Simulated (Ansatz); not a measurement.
**What a trial cell of Be3Br2 relaxes into**

Level of theory: DFT PBE, scalar-relativistic, plane waves, PAW in Ansatz 0.2.0. Cutoff 420 eV, Γ-centred k mesh, Gaussian smearing, no spin polarisation in the final step.

The start puts Be3Br2 on the anti-corundum structure type (R-3c, No. 167), with Br in place of Al, Be in place of O, at a guessed volume.

```
CELL_PARAMETERS angstrom
2.98127 1.72124 5.42636
-2.98127 1.72124 5.42636
0.00000 -3.44248 5.42636
ATOMIC_POSITIONS crystal
Be 0.05625 0.44375 0.75000
Be 0.75000 0.05625 0.44375
Be 0.44375 0.75000 0.05625
Be 0.94375 0.55625 0.25000
Be 0.25000 0.94375 0.55625
Be 0.55625 0.25000 0.94375
Br 0.85218 0.85218 0.85218
Br 0.64782 0.64782 0.64782
Br 0.14782 0.14782 0.14782
Br 0.35218 0.35218 0.35218
```

Cell and atoms relax at zero pressure; the relaxation can't lower the symmetry of the start. After a coarse first stage the cell is made exact in the group found at 0.06 Å.

Energies over the elements count from the elements' standard structures at the same level, with no empirical corrections.

Q: Which crystal results?

A: It keeps R-3c (No. 167), but not the shape of the type it started on. Conventional cell: a = 5.422 Å, c = 27.886 Å. Around Be lie 2 Be at 2.05 Å and 2 Br at 2.25 Å; Br has 3 Be at 2.25 Å.

```xyz
10
Lattice="2.7110 1.5652 9.2952 -2.7110 1.5652 9.2952 0.0000 -3.1304 9.2952" Properties=species:S:1:pos:R:3 pbc="T T T"
Be    1.1853    0.0000   20.9142
Be   -0.5926    1.0265   20.9142
Be   -0.5926   -1.0265   20.9142
Be   -1.1853    0.0000    6.9714
Be    0.5926   -1.0265    6.9714
Be    0.5926    1.0265    6.9714
Br    0.0000    0.0000   26.1007
Br    0.0000    0.0000   15.7277
Br    0.0000    0.0000    1.7849
Br    0.0000    0.0000   12.1579
```

Q: What are its volume, energy, density and gap?

A: The volume per atom is 23.7 Å³ and the density is 2.6 g/cm³. The energy over the elements is 0.46 eV/atom and the gap on the 12×12×12 mesh is 0 eV (a metal).

The final run used a 12×12×12 mesh on its 10-atom cell and 0.10 eV smearing. For metals, differences of a few meV/atom aren't resolved. Weakly bound directions are ill-defined at this level, which has no dispersion term. Symmetry constrained the relaxation, so the result can be a saddle point. The steps took about 8 core-minutes in all.